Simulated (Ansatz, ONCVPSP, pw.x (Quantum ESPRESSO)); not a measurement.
**pw.x on fcc O: one setting changed**

Potential: optimised norm-conserving Vanderbilt (ONCV), ONCVPSP 4.0.1.1 (patched build), LDA (Perdew-Wang 92); core [He], reference 2s2 2p4; waves: 2s: rc 0.70 bohr, ncon 3, nbas 7, qcut 11.8 1/bohr, 1 projector; 2p: rc 2.00 bohr, ncon 4, nbas 7, qcut 6.7 1/bohr, 1 projector; d scattering state at 0.17 Ha: rc 2.15 bohr, ncon 4, nbas 8, qcut 4.3 1/bohr, 2 projectors, debl 0.8 Ha; local part: polynomial inside 0.55 bohr (lpopt 5, dvloc0 2 Ha); core correction: none.

The reference run (k-mesh 18³, cutoffs 130/520 Ry, Fermi–Dirac 0.01 Ry, mixing_beta 0.4, conv_thr 1e-9, no spin) gives 3.02 GPa at 7.213 Å³/atom, where all-electron LAPW gives 0.50 GPa. This run, with its own iteration cap, changes mixing_ndim to 2.

```
&control
  calculation='scf', prefix='x', pseudo_dir='./', outdir='./tmp', tstress=.true., disk_io='none'
/
&system
  ibrav=0, nat=1, ntyp=1, ecutwfc=130, ecutrho=520, nbnd=10,
  occupations='smearing', smearing='fd', degauss=0.01
/
&electrons
  conv_thr=1e-09, mixing_beta=0.4, electron_maxstep=60, mixing_ndim=2
/
ATOMIC_SPECIES
O 1.0 O.UPF
CELL_PARAMETERS angstrom
  0.00000000 1.53354072 1.53354072
  1.53354072 0.00000000 1.53354072
  1.53354072 1.53354072 0.00000000
ATOMIC_POSITIONS crystal
O 0.0000 0.0000 0.0000
K_POINTS automatic
18 18 18 0 0 0
```

```bash
pw.x < O.scf.in > O.scf.out
```

Q: How does the run end?

A: It converges in 5 iterations; the free energy moves by +0.0 meV/atom and the pressure by -0.01 GPa. The result is that of the reference run.

```
Message from routine setup:
     using ibrav=0 with symmetry is DISCOURAGED, use correct ibrav instead
     lattice parameter (alat)  =       4.0984  a.u.
     unit-cell volume          =      48.6757 (a.u.)^3
     number of electrons       =         6.00
     number of Kohn-Sham states=           10
     kinetic-energy cutoff     =     130.0000  Ry
     charge density cutoff     =     520.0000  Ry
     scf convergence threshold =      1.0E-09
     Exchange-correlation= SLA  PW   NOGX NOGC
     number of k points=   195  Fermi-Dirac smearing, width (Ry)=  0.0100
     iteration #  1     ecut=   130.00 Ry     beta= 0.40
     c_bands:  1 eigenvalues not converged
     c_bands:  5 eigenvalues not converged
     c_bands:  5 eigenvalues not converged
     [... 74 repeated lines left out ...]
     total energy              =     -30.80110155 Ry
     estimated scf accuracy    <       0.00005086 Ry
     iteration #  2     ecut=   130.00 Ry     beta= 0.40
     total energy              =     -30.80110725 Ry
     estimated scf accuracy    <       0.00001353 Ry
     iteration #  3     ecut=   130.00 Ry     beta= 0.40
     total energy              =     -30.80110856 Ry
     estimated scf accuracy    <       0.00000071 Ry
     iteration #  4     ecut=   130.00 Ry     beta= 0.40
     total energy              =     -30.80110861 Ry
     estimated scf accuracy    <          1.0E-09 Ry
     iteration #  5     ecut=   130.00 Ry     beta= 0.40
     the Fermi energy is     6.6407 ev
!    total energy              =     -30.80110862 Ry
     estimated scf accuracy    <          2.7E-10 Ry
     smearing contrib. (-TS)   =      -0.00464967 Ry
     The total energy is F=E-TS. E is the sum of the following terms:
     one-electron contribution =       0.25445662 Ry
     hartree contribution      =       3.80508790 Ry
     xc contribution           =      -6.37832375 Ry
     ewald contribution        =     -28.47767971 Ry
     convergence has been achieved in   5 iterations
          total   stress  (Ry/bohr**3)                   (kbar)     P=       30.06
     Message from routine punch:
     Nothing written, as per user request (disk_io='none')
```

The run took about 57 s on one core of a shared host (Neoverse-N1, 64 threads, 124 GiB, load 58).
